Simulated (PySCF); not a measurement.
Compound: C₄H₂S.
Geometry (PBE0-D3(BJ)/def2-SVP, Å), atoms numbered from 1 in this order:
```
atom  x, y, z in Å
C1    -1.978   -0.279   -0.181
C2    -0.818    0.065   -0.077
C3     0.527    0.489    0.048
C4     1.564   -0.337    0.002
S5     2.784   -1.294   -0.051
H6    -3.003   -0.587   -0.275
H7     0.748    1.556    0.192
```

Computed with EOM-IP-CCSD/aug-cc-pVDZ in PySCF, restricted Hartree–Fock reference, 9 core orbitals frozen, non-relativistic, gas phase, PBE0-D3(BJ)/def2-SVP geometry.

Hartree–Fock orbital energies give these Koopmans values (eV): HOMO 8.65, HOMO-1 11.06, HOMO-2 11.82, HOMO-3 12.15, HOMO-4 14.48, HOMO-5 16.54, HOMO-6 18.17, HOMO-7 19.31.

Question: What vertical ionisation energies does EOM-IP-CCSD give?

Answer: 
| leading hole (HF orbital) | Koopmans (eV) | EOM-IP-CCSD (eV) | change (eV) | one-hole share |
| --- | --- | --- | --- | --- |
| HOMO | 8.65 | 8.45 | -0.20 | 0.96 |
| HOMO-1 | 11.06 | 10.77 | -0.29 | 0.95 |
| HOMO-2 | 11.82 | 11.28 | -0.54 | 0.93 |
| HOMO-3 | 12.15 | 11.89 | -0.26 | 0.94 |
| HOMO-4 | 14.48 | 13.04 | -1.44 | 0.89 |
| HOMO-5 | 16.54 | 15.01 | -1.53 | 0.92 |
| HOMO-6 | 18.17 | 16.25 | -1.92 | 0.92 |
| HOMO-7 | 19.31 | 17.24 | -2.07 | 0.91 |

Question: Does the order of the lines follow the orbital energies?

Answer: Yes, no two lines change places. The corrections run from -2.07 to -0.20 eV, with a mean of -1.03 eV over the 8 lines; no line lies above its Koopmans value. Koopmans values leave out both the relaxation of the orbitals and the change in correlation energy.

Question: At what kinetic energies would He I light (21.22 eV) eject these electrons?

Answer: 12.77 eV (HOMO), 10.45 eV (HOMO-1), 9.94 eV (HOMO-2), 9.33 eV (HOMO-3), 8.18 eV (HOMO-4), 6.21 eV (HOMO-5), 4.97 eV (HOMO-6), 3.98 eV (HOMO-7).

One root was sought for each valence orbital with −ε under 21 eV, eight at most, so deeper holes and satellites are missing; no vibrational structure.
